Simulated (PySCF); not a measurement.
Gas-phase reaction: C2H4 → 2 CH2

Computed with PySCF and rigid-rotor harmonic-oscillator thermochemistry at 1 bar. The comparison is the NASA 1993 polynomial table, which mixes measured and estimated data. † marks an energy on the PBE0/def2-TZVP geometry and frequencies; other levels use their own. MP2 and CCSD(T) freeze the core. 6-31G* has spherical d functions here. Open shells (unrestricted): CH2 (multiplicity 3); the rest are closed-shell singlets. B3LYP is the form with VWN-RPA correlation. MP2 isn't extrapolated to the basis-set limit; its ΔH°(298 K) is 697.8 kJ in def2-SVP and 723.9 kJ in def2-TZVPP. CCSD(T) isn't extrapolated to the basis-set limit; its ΔH°(298 K) is 692.0 kJ in def2-SVP and 709.2 kJ in def2-TZVPP. The harmonic model lacks anharmonicity and excited electronic states, which grow with temperature; levels with a mode under 35 cm⁻¹ are left out. The table's entry may be an old estimate for CH2 (not checked at source).

```csv
level,"ΔH°(298 K), kJ",minus table,"ΔG°(1200 K), kJ"
table,725.1,-,510.9
B3LYP/6-31G*,721.5,-3.6,504.9
B3LYP/def2-TZVP†,715.5,-9.6,499.1
CCSD(T)/def2-SVP†,692.0,-33.1,475.6
HF/def2-TZVP†,462.4,-262.7,246.0
MP2/def2-SVP†,697.8,-27.3,481.4
r2SCAN/def2-TZVP†,675.0,-50.1,458.5
LDA/def2-TZVP†,832.1,107.0,615.7
ωB97X-V/def2-TZVP†,739.1,14.0,522.7
```
